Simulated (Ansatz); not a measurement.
**AlPH+ (quintet): wave-function methods side by side, def2-TZVPP**

The task here is to estimate one member of a computed series from the others.

Computed with Ansatz 0.2.0, Gaussian basis. Level: def2-TZVPP, core rule «outside noble gas», up to 10 orbitals frozen.

Plan: UHF; ROHF; CCSD(T) on UHF.

## The geometry

The geometry is a PBE0/def2-TZVP stationary point (not a proven minimum) of the parent state, kept for this charge and spin.

3 atoms, charge 1, spin multiplicity 5.

Atoms are counted from 1 here; the program's logs count them from 0.

Bond lengths: Al1–P2 2.386 Å, Al1–H3 1.614 Å. Angles: P2–Al1–H3 114.3°.

Set-up of the first run:

in.yaml

```yaml
crystal:
  periodic: [false, false, false]
  atoms:
    - {symbol: Al, position_ang: [0.000000, -0.107696, 1.237712]}
    - {symbol: P, position_ang: [0.000000, 0.051009, -1.143237]}
    - {symbol: H, position_ang: [0.000000, 1.315423, 1.999097]}
basis:
  gaussian: {orbitals: def2-TZVPP}
total_charge: 1
magnetization: {spin_polarized: true, initial_magnetization: 4}
hamiltonian: {xc: hf}
output: {orbitals: {seedname: orbitals}}
```

Run with:

```
ansatz run in.yaml --threads 1 --pin off --events-out ev --progress --plain --max-ram 4096MiB --backend cpu
```

Steps of the session up to this table: UHF; ROHF; CCSD(T) on UHF.

One of the session's tables, all rows but one given; the rest of the session is left out.

It belongs to the step «Misses and costs». 

| method | from UCCSD(T) (kJ/mol) |
| --- | --- |
| ROHF | +431.0 |
| UHF | +422.3 |
| UMP2 | ? |
| UCCSD | +16.4 |
| UCCSD(T) | 0 |

Estimate the missing values for UMP2.

The run gave: from UCCSD(T) (kJ/mol): +95.0. In the column «from UCCSD(T) (kJ/mol)» it lies between UCCSD (+16.4) and UHF (+422.3).
